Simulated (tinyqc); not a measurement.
Worked calculation: harmonic frequencies on the UHF/sto-3g surface (energies and gradients from PySCF), for CH2, spin multiplicity 3. Computed by tinyqc, a small Python program that keeps every step (integrals from PySCF). Settings: charge = 0, multiplicity = 3, basis = sto-3g, delta = 0.002. Command: `OMP_NUM_THREADS=1 python tinyqc.py 27508 27509 out.jsonl` (the two numbers bound the seeds that draw the settings). One thread of a shared host (Intel(R) Xeon(R) Processor @ 2.60GHz), about 2 s of CPU time with the checks.

## One row of the Hessian: 1Cy

optimised positions (bohr):
```
            x          y         z
1C   0.009331  -0.057207  0.153622
2H  -0.086079   1.773627  1.059129
3H  -0.121673  -1.861929  1.105942
```

gradient at +delta (hartree/bohr):
```
              x            y            z
1C   0.00001346   0.00156823  -0.00000465
2H   0.00004202  -0.00079740  -0.00039826
3H  -0.00005548  -0.00077084   0.00040291
```

gradient at -delta (hartree/bohr):
```
              x            y            z
1C  -0.00001509  -0.00154597   0.00001952
2H  -0.00004060   0.00077974   0.00038529
3H   0.00005569   0.00076623  -0.00040480
```

Displace 1Cy by +/-0.002 bohr; H(k, :) = (g(+) - g(-)) / (2 delta).

row of the Hessian (hartree/bohr^2): 1Cx 0.00713651, 1Cy 0.77855054, 1Cz -0.00604089, 2Hx 0.02065444, 2Hy -0.39428370, 2Hz -0.19588585, 3Hx -0.02779095, 3Hy -0.38426684, 3Hz 0.20192674

## Hessian by finite differences

All rows are made in the same way, and the matrix is symmetrised.

Hessian (symmetrised) (hartree/bohr^2):
```
             1Cx          1Cy          1Cz          2Hx          2Hy          2Hz          3Hx          3Hy
1Cx   0.00425729   0.00713648  -0.03446004  -0.00170188   0.01544812   0.01503788  -0.00255534  -0.02258459
1Cy   0.00713648   0.77855054  -0.00604090   0.02065306  -0.39428357  -0.19587467  -0.02778954  -0.38426702
1Cz  -0.03446004  -0.00604090   0.28207771   0.01538862  -0.15320644  -0.13646766   0.01907145   0.15924734
2Hx  -0.00170188   0.02065306   0.01538862   0.00141139  -0.01795479  -0.01281812   0.00029045  -0.00269828
2Hy   0.01544812  -0.39428357  -0.15320644  -0.01795479   0.40062376   0.17418238   0.00250667  -0.00634017
2Hz   0.01503788  -0.19587467  -0.13646766  -0.01281812   0.17418238   0.11681004  -0.00221978   0.02169238
3Hx  -0.00255534  -0.02778954   0.01907145   0.00029045   0.00250667  -0.00221978   0.00226486   0.02528288
3Hy  -0.02258459  -0.38426702   0.15924734  -0.00269828  -0.00634017   0.02169238   0.02528288   0.39060721
3Hz   0.01942216   0.20191556  -0.14561016  -0.00257051  -0.02097593   0.01965767  -0.01685166  -0.18093972

             3Hz
1Cx   0.01942216
1Cy   0.20191556
1Cz  -0.14561016
2Hx  -0.00257051
2Hy  -0.02097593
2Hz   0.01965767
3Hx  -0.01685166
3Hy  -0.18093972
3Hz   0.12595254
```

## Normal modes

masses (u): 1C 12.000000, 2H 1.007825, 3H 1.007825

Diagonalise H_ij / sqrt(m_i m_j); the 6 smallest eigenvalues belong to translations and rotations; wavenumber = sqrt(eigenvalue / 1822.888) x 219474.63; each mode has its largest component positive (the first on a tie); zero-point energy = sum of wavenumbers / 2, with 349.755 1/cm per kcal/mol.

eigenvalues of the mass-weighted Hessian (hartree/(bohr^2 u)): -0.000005  -0.000002  0.000000  0.000000  0.000000  0.000002  0.077217  0.487537  0.553605

harmonic wavenumbers of the vibrations (1/cm): 1428.4  3589.3  3824.8

mass-weighted modes:
```
        mode 1     mode 2     mode 3
1Cx   0.040619   0.021319  -0.003346
1Cy  -0.004694  -0.002372  -0.342324
1Cz  -0.333290  -0.174928   0.004361
2Hx  -0.073294  -0.030644  -0.031010
2Hy  -0.320472   0.630120   0.595024
2Hz   0.579237   0.293668   0.294305
3Hx  -0.066866  -0.042921   0.042556
3Hy   0.336668  -0.621934   0.586210
3Hz   0.570823   0.309943  -0.309354
```

zero-point energy = 12.640962 kcal/mol
